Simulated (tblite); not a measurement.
A tight-binding relaxation on `[C@@H]([O])(CCO)C` [radical].

Computed with GFN2-xTB geometry optimisation, gas phase (tblite 0.8.0). Start geometry: from a force field or distance geometry. A driver script takes a list of jobs; this job's settings line and coordinates (Å) are shown.

Command:
```bash
OMP_NUM_THREADS=1 python probes_run.py task.json out
```

Input:
```
{"job": {"kind": "relax", "xc": "GFN2-xTB", "basis": "xTB"}, "charge": 0, "multiplicity": 2}
C      2.080300     0.100400    -0.290700
C      0.585000     0.438600    -0.426200
O      0.359200     1.487100     0.462900
C     -0.293500    -0.760800    -0.165800
C     -1.764500    -0.407200    -0.283800
O     -2.121200     0.597400     0.625900
H      2.276900    -0.967100    -0.284600
H      2.584400     0.655800    -1.120800
H      2.445000     0.614800     0.642700
H      0.375700     0.738300    -1.474700
H     -0.057700    -1.532200    -0.934400
H     -0.130100    -1.155600     0.859100
H     -2.387500    -1.282400    -0.012300
H     -1.990400     0.012800    -1.282400
H     -1.966000     1.468300     0.157600
```

Output:
```
step      E/eV     max force
  0    -575.99758    2.447
  1    -576.22103    0.690
  2    -576.26222    0.620
  3    -576.30346    0.730
  4    -576.35527    0.563
  5    -576.38121    0.437
  6    -576.40141    0.366
  7    -576.42118    0.380
  8    -576.43924    0.443
  9    -576.45594    0.506
... (64 lines left out)
 74    -576.74833    0.069
 75    -576.74885    0.091
 76    -576.74930    0.065
 77    -576.74960    0.036
 78    -576.74975    0.033
 79    -576.74985    0.026
 80    -576.74991    0.016
 81    -576.74995    0.012
 82    -576.74996    0.010
 83    -576.74998    0.007
```

«max force» is the largest atomic force in eV/Å.

Question: From which step on does the largest force stay under 0.1 eV/Å, and how much energy is left to gain from there?

Answer: From step 52 (0.096 eV/Å), 9.3 meV above the end.

Summary of the converged run: energy lowered by 17.4 kcal/mol over 83 steps; largest atomic force 0.007 eV/Å at the end.

Question: Where do the atoms end?

Answer: 0.378 Å rms from the input after alignment:
```
atom  x, y, z in Å
C1     1.9981    0.1608   -0.2679
C2     0.5138    0.4863   -0.5683
O3     0.1072    1.5633    0.1030
C4    -0.3144   -0.7671   -0.1160
C5    -1.7812   -0.3778   -0.2842
O6    -2.1001    0.7201    0.4855
H7     2.2889   -0.7542   -0.7747
H8     2.6029    0.9895   -0.6261
H9     2.1435    0.0580    0.8037
H10    0.3846    0.6009   -1.6645
H11   -0.0489   -1.6337   -0.7183
H12   -0.1018   -0.9563    0.9361
H13   -2.4063   -1.2134    0.0631
H14   -2.0097   -0.2001   -1.3491
H15   -1.2811    1.3317    0.4501
```

Time: 0.39 s. Hardware: Arm Neoverse V1, one thread, shared host.
Labels such as C1 count atoms from 1, the log's own numbers from 0.
